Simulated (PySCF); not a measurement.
These are PBE-D3(BJ)/def2-TZVP (PySCF) values and carry that method's errors. All species are isolated molecules in the gas phase. 

Reference species (SMILES): `[SiH3]` (neutral, multiplicity 2).

- dipole moment: 0.03 D

Changed species: `C(#C)[N]C` (radical fragment; the reference has radical fragment).

Q: What does the change do to the dipole moment?

A: the dipole moment rises by 1.38 D, to 1.41 D.
